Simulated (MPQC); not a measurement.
**A workflow on BH3 (borane)**

We compute a geometry optimisation (HF/cc-pVDZ), then a geometry optimisation (HF/jun-cc-pV(D+d)Z), then a structure relaxation (HF/jul-cc-pV(D+d)Z), then a geometry optimisation (HF/aug-cc-pV(D+d)Z), then a structure relaxation (HF/may-cc-pV(T+d)Z), then a geometry optimisation (HF/jun-cc-pV(T+d)Z) of BH3 (borane). 

The results are computed with MPQC 2.3.1.

## Step 1: The system as given

The species is BH3 (4 atoms), meant as a singlet with charge 0. SMILES: `B`. The shape is that of a PBE0-D4/def2-TZVP optimisation. The run starts from this shape.

Bond lengths: B1–H2 1.193 Å, B1–H3 1.193 Å, B1–H4 1.193 Å. Angles: H2–B1–H3 120.0°, H2–B1–H4 120.0°, H3–B1–H4 120.0°.

## Step 2: A geometry optimisation at HF/cc-pVDZ (hessian update BFGS) (run 1)

File job.in:

```
molecule<Molecule>: (
    symmetry = c1
    unit = angstrom
    { atoms geometry } = {
        B  [ 0.013900      -0.015100      -0.005100 ]
        H  [ 0.982200       0.381700       0.568800 ]
        H  [ -0.276200      -1.171800       0.043000 ]
        H  [ -0.664400       0.744900      -0.626900 ]
    }
)
basis<GaussianBasisSet>: (
    name = "cc-pVDZ"
    molecule = $:molecule
    basisdir = "."
    puream = yes
)
mpqc: (
    checkpoint = no
    savestate = no
    restart = no
    do_energy = yes
    do_gradient = no
    optimize = yes
    coor<SymmMolecularCoor>: (
        molecule = $:molecule
        generator<IntCoorGen>: ( molecule = $:molecule )
    )
    mole<CLHF>: (
        molecule = $:molecule
        basis = $:basis
        total_charge = 0
        memory = 1000000000
        print_evals = yes
        print_npa = yes
        maxiter = 70
        guess_wavefunction<CLHF>: (
            molecule = $:molecule
            total_charge = 0
            memory = 1000000000
            value_accuracy = 1e-3
            basis<GaussianBasisSet>: (
                name = "STO-3G"
                molecule = $:molecule
            )
        )
        coor = $..:coor
    )
    opt<QNewtonOpt>: (
        function = $..:mole
        max_iterations = 40
        update<BFGSUpdate>: ()
        convergence<MolEnergyConvergence>: (
            cartesian = yes
            energy = $..:..:mole
        )
    )
)
```

The basis set cc-pVDZ is read from a file made from the Basis Set Exchange's data (not shown).

Launch:

```
$ mpqc job.in > job.out
```

What it wrote:

```text
MPQC: Massively Parallel Quantum Chemistry
[...]
    symmetry = c1
[...]
  WARNING: IntMolecularCoor::all_to_cartesian(RefSCVector&): too many iterations in geometry update
[...]
  WARNING: IntMolecularCoor::all_to_cartesian(RefSCVector&): too many iterations in geometry update
[...]
  LUMO is     5   A =   0.069119
  total scf energy =  -26.3908079472
[...]
  Total Gradient:
       1   B  -0.0000100544   0.0000059437  -0.0000089528
       2   H  -0.0000020562   0.0000055935  -0.0000022949
       3   H  -0.0000020067  -0.0000025945  -0.0000005262
       4   H   0.0000141174  -0.0000089427   0.0000117740
  WARNING: IntMolecularCoor::all_to_cartesian(RefSCVector&): too many iterations in geometry update
[...]
  Value of the MolecularEnergy:  -26.3908079472
[...]
```

Run time: 0.66 s. Hardware: 1 thread of Arm Neoverse V1, shared host.

Steps, from the record of the run:

```csv
step,energy from the first frame kept (eV),largest force (eV/Å)
0,0.0000,0.1301
1,-0.0009,0.0276
2,-0.0009,0.0011
```

After the run. Bond lengths: B1–H2 1.198 Å, B1–H3 1.198 Å, B1–H4 1.198 Å. Angles: H2–B1–H3 120.0°, H2–B1–H4 120.0°, H3–B1–H4 120.0°.

## Step 3: A structure relaxation at HF/jun-cc-pV(D+d)Z (hessian update BFGS) (run 2)

job.in, as its differences from that of step 2:

```diff
@@ -11,3 +11,3 @@
 basis<GaussianBasisSet>: (
-    name = "cc-pVDZ"
+    name = "jun-cc-pV(D+d)Z"
     molecule = $:molecule
```

The basis set jun-cc-pV(D+d)Z is read from a file made from the Basis Set Exchange's data (not shown).

Launch:

```
$ mpqc job.in > job.out
```

What it wrote:

```text
MPQC: Massively Parallel Quantum Chemistry
[...]
    symmetry = c1
[...]
  LUMO is     5   A =   0.032473
  total scf energy =  -26.3908331121
[...]
  Total Gradient:
       1   B  -0.0000100489   0.0000059414  -0.0000089453
       2   H  -0.0000020125   0.0000056081  -0.0000022694
       3   H  -0.0000020193  -0.0000026453  -0.0000005251
       4   H   0.0000140808  -0.0000089042   0.0000117398
  WARNING: IntMolecularCoor::all_to_cartesian(RefSCVector&): too many iterations in geometry update
[...]
  Value of the MolecularEnergy:  -26.3908331121
[...]
```

Run time: 0.72 s. Hardware: 1 thread of Arm Neoverse V1, shared host.

Steps, from the record of the run:

```
step  energy from the first frame kept (eV)  largest force (eV/Å)
   0                                 0.0000                0.1295
   1                                -0.0009                0.0274
   2                                -0.0009                0.0010
```

After the run. Bond lengths: B1–H2 1.198 Å, B1–H3 1.198 Å, B1–H4 1.198 Å. Angles: H2–B1–H3 120.0°, H2–B1–H4 120.0°, H3–B1–H4 120.0°.

Run 3 isn't shown in full; the table further down has it.

## Step 4: A structure relaxation at HF/aug-cc-pV(D+d)Z (hessian update BFGS) (run 4)

job.in, as its differences from that of step 3:

```diff
@@ -11,3 +11,3 @@
 basis<GaussianBasisSet>: (
-    name = "jun-cc-pV(D+d)Z"
+    name = "aug-cc-pV(D+d)Z"
     molecule = $:molecule
```

The basis set aug-cc-pV(D+d)Z is read from a file made from the Basis Set Exchange's data (not shown).

Launch:

```
$ mpqc job.in > job.out
```

What it wrote:

```text
MPQC: Massively Parallel Quantum Chemistry
[...]
    symmetry = c1
[...]
  WARNING: IntMolecularCoor::all_to_cartesian(RefSCVector&): too many iterations in geometry update
[...]
  WARNING: IntMolecularCoor::all_to_cartesian(RefSCVector&): too many iterations in geometry update
[...]
  LUMO is     5   A =   0.032296
  total scf energy =  -26.3913223798
[...]
  Total Gradient:
       1   B  -0.0000099012   0.0000057046  -0.0000088134
       2   H   0.0000002792   0.0000065612  -0.0000009081
       3   H  -0.0000027022  -0.0000053329  -0.0000004134
       4   H   0.0000123242  -0.0000069329   0.0000101349
  WARNING: IntMolecularCoor::all_to_cartesian(RefSCVector&): too many iterations in geometry update
[...]
  Value of the MolecularEnergy:  -26.3913223798
[...]
```

It took 3.9 s on 1 thread of Arm Neoverse V1, shared host.

The path in brief:

```
step  energy from the first frame kept (eV)  largest force (eV/Å)
   0                                 0.0000                0.0890
   1                                -0.0004                0.0202
   2                                -0.0005                0.0009
```

After the run. Bond lengths: B1–H2 1.197 Å, B1–H3 1.197 Å, B1–H4 1.197 Å. Angles: H2–B1–H3 120.0°, H2–B1–H4 120.0°, H3–B1–H4 120.0°.

Run 5 isn't shown in full; the table further down has it.

## Step 5: A structure relaxation at HF/jun-cc-pV(T+d)Z (hessian update BFGS) (run 6)

job.in, as its differences from that of step 4:

```diff
@@ -11,3 +11,3 @@
 basis<GaussianBasisSet>: (
-    name = "aug-cc-pV(D+d)Z"
+    name = "jun-cc-pV(T+d)Z"
     molecule = $:molecule
```

The basis set jun-cc-pV(T+d)Z is read from a file made from the Basis Set Exchange's data (not shown).

Launch:

```
$ mpqc job.in > job.out
```

What it wrote:

```text
MPQC: Massively Parallel Quantum Chemistry
[...]
    symmetry = c1
[...]
  LUMO is     5   A =   0.030384
  total scf energy =  -26.4001759501
[...]
  Total Gradient:
       1   B  -0.0000099474   0.0000051432  -0.0000087531
       2   H  -0.0000051574   0.0000044243  -0.0000041400
       3   H  -0.0000010008   0.0000014889  -0.0000006939
       4   H   0.0000161057  -0.0000110563   0.0000135870
  WARNING: IntMolecularCoor::all_to_cartesian(RefSCVector&): too many iterations in geometry update
[...]
  Value of the MolecularEnergy:  -26.4001759501
[...]
```

Wall time 15 s (1 thread of Arm Neoverse V1, shared host); peak memory 0.46 GiB.

The path in brief:

```
step  energy from the first frame kept (eV)  largest force (eV/Å)
   0                                 0.0000                0.1529
   1                                -0.0013                0.0368
   2                                -0.0014                0.0012
```

After the run. Bond lengths: B1–H2 1.187 Å, B1–H3 1.187 Å, B1–H4 1.187 Å. Angles: H2–B1–H3 120.0°, H2–B1–H4 120.0°, H3–B1–H4 120.0°.

## Step 6: Overview of the runs

```csv
run,level,energy (Eh),HOMO energy (eV),LUMO energy (eV),HOMO–LUMO gap (eV),wall time
1,HF/cc-pVDZ (hessian update BFGS),-26.390808,-13.47,1.88,15.35,0.66 s
2,HF/jun-cc-pV(D+d)Z (hessian update BFGS),-26.390833,-13.47,0.88,14.35,0.72 s
3,HF/jul-cc-pV(D+d)Z (hessian update BFGS),-26.390986,-13.47,0.89,14.36,0.97 s
4,HF/aug-cc-pV(D+d)Z (hessian update BFGS),-26.391322,-13.49,0.88,14.37,3.9 s
5,HF/may-cc-pV(T+d)Z (hessian update BFGS),-26.400173,-13.57,0.83,14.40,13 s
6,HF/jun-cc-pV(T+d)Z (hessian update BFGS),-26.400176,-13.57,0.83,14.40,15 s
```

Convergence of the HOMO energy of singlet BH3 with the basis set, against the last point:

```csv
basis set,from the last (eV),wall time
cc-pVDZ,+0.1054,0.66 s
jun-cc-pV(D+d)Z,+0.1030,0.72 s
jul-cc-pV(D+d)Z,+0.1027,0.97 s
aug-cc-pV(D+d)Z,+0.0821,3.9 s
may-cc-pV(T+d)Z,-0.0000,13 s
jun-cc-pV(T+d)Z,+0.0000,15 s
```

Convergence of the total energy of singlet BH3 with the basis set, against the last point:

| basis set | from the last (mEh) | wall time |
| --- | --- | --- |
| cc-pVDZ | +9.368 | 0.66 s |
| jun-cc-pV(D+d)Z | +9.343 | 0.72 s |
| jul-cc-pV(D+d)Z | +9.190 | 0.97 s |
| aug-cc-pV(D+d)Z | +8.854 | 3.9 s |
| may-cc-pV(T+d)Z | +0.003 | 13 s |
| jun-cc-pV(T+d)Z | +0.000 | 15 s |

## Step 7: What came out

| quantity | value |
| --- | --- |
| run 6, HF/jun-cc-pV(T+d)Z: total energy at the end | -26.40018 Eh |
| run 6, HF/jun-cc-pV(T+d)Z: HOMO energy | -13.57 eV |
| run 6, HF/jun-cc-pV(T+d)Z: LUMO energy | 0.83 eV |
| run 6, HF/jun-cc-pV(T+d)Z: HOMO–LUMO gap | 14.40 eV |

What this shows: For the HOMO energy of singlet BH3 to stay within 0.1 eV of the last point, aug-cc-pV(D+d)Z is the first point of the series from which all later ones do (3.9 s against 15 s). Over the runs the total energy spans 0.255 eV. All runs together took 35 s, the longest 15 s.
